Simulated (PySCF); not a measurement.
## Telling isomers of C₅H₉F apart by NMR

Computational details: J: B3LYP/pcJ-1 (spin–dipole term left out of most H,H and C,H couplings), shielding tensors at PBE0/pcSseg-1 (GIAO), coordinates at the GFN2-xTB level, in PySCF 2.14 (averaged over atoms made equivalent by symmetry, fast rotation or ring inversion, relativity neglected, gas phase, one conformer).

Shifts are taken against calculated references (same method and geometry level): TMS for 1H and 13C. Multiplet labels drop J under 1 Hz and among equivalent protons, and merge close values. Unscaled 3J(H,H) run several per cent high. Vicinal couplings that depend on rotamer populations or ring flexing (ring, CH–CH, X–H and H–F types) are those of the one conformer. One-bond C–F couplings are unscaled and too large by tens of Hz. Shifts are as computed. Against solution values, carbons near 30 ppm lie about +3 ppm off and those near 130 ppm about +5 ppm. Of 1211 compounds with measured shifts, 218 miss one by over three times the rms of a fit or turn the order of signals round; such compounds aren't used in these exercises.

(1) Tabulate the signals of `C/C=C\[C@H](C)F`, `C/C=C/[C@@H](C)F` and their relative energies.

(2) What is the quickest way to tell C/C=C\[C@H](C)F from C/C=C/[C@@H](C)F?

Results:

(1) 
| SMILES | carbon types | δC | δH | E rel. (kcal/mol) |
| --- | --- | --- | --- | --- |
| C/C=C\[C@H](C)F | 3×CH 2×CH3 | 142.1, 131.6, 90.4, 24.8, 16.9 | 6.13 (m, 1H), 5.70 (dqd, 1H), 5.67 (m, 1H), 1.70 (m, 3H), 1.34 (m, 3H) | 2.2 |
| C/C=C/[C@@H](C)F | 3×CH 2×CH3 | 138.8, 131.7, 92.5, 25.2, 22.0 | 6.20 (m, 1H), 5.63 (m, 1H), 5.30 (d of q of sext, 1H), 1.92 (dt, 3H), 1.34 (dd, 3H) | 0.0 |

Energies are electronic energies at PBE0/pcSseg-1 on these geometries, without zero-point or thermal terms, each for the one conformer computed, which needn't be the lowest.

(2) Both give the same number of carbon signals, with the same numbers of each carbon type, so the positions decide. The first has an allylic methyl carbon (CH3) at 16.9 ppm, the second an alkene CH at 138.8 ppm. Their most deshielded carbons lie at 142.1 and 138.8 ppm.
